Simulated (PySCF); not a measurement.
**SH and its ions**

UHF; basis H def2-TZVPPD, S def2-TZVPPD; no relativity; PySCF 2.14. Neutral (UHF): doublet (π ↑), Re = 1.330 Å, ωe = 2843 cm⁻¹, De = 2.65 eV, HOMO -10.36 eV, LUMO -0.10 eV.

SH⁺ (UHF): triplet (π ↑↑), Re = 1.348 Å, ωe = 2723 cm⁻¹, De = 2.71 eV to H + S⁺. The energies at the minima are -398.09962 hartree for SH and -397.76257 for SH⁺.

Problem. Work out the adiabatic ionisation energy, without and with harmonic zero-point energies (1 hartree = 27.2114 eV, 1 eV = 8065.5 cm⁻¹), and the change of the bond length.

Solution. At UHF: 0.33705 hartree = 9.172 eV between the minima; the zero-point term (2723.0 − 2843.0)/2 cm⁻¹ = -0.007 eV makes it 9.164 eV. Re changes by +1.8 pm against the neutral. The electron leaves a π orbital, which is non-bonding in a hydride.

SH⁻ (RHF): singlet (closed shell), Re = 1.333 Å, ωe = 2783 cm⁻¹. The energies at the minima are -398.09962 hartree for SH and -398.13893 for SH⁻.

Problem. Work out the adiabatic electron affinity, without and with harmonic zero-point energies (1 hartree = 27.2114 eV, 1 eV = 8065.5 cm⁻¹), and the change of the bond length.

Solution. At HF: 0.03931 hartree = 1.070 eV between the minima; the zero-point term (2843.0 − 2783.0)/2 cm⁻¹ = +0.004 eV makes it 1.073 eV. Re changes by +0.3 pm against the neutral. The electron enters a π orbital, which is non-bonding in a hydride.

For an ion De counts to the pair picked by the measured ionisation energies or electron affinities, which need not be the lowest pair at this level. Hartree–Fock leaves out correlation, which carries a large part of most bond energies and some tenths to 1 eV of ionisation energies. States were picked by a PBE0 search and need not be the measured ground states.

Neutral and ion stand on different kinds of reference determinant, which adds to the error of the difference.
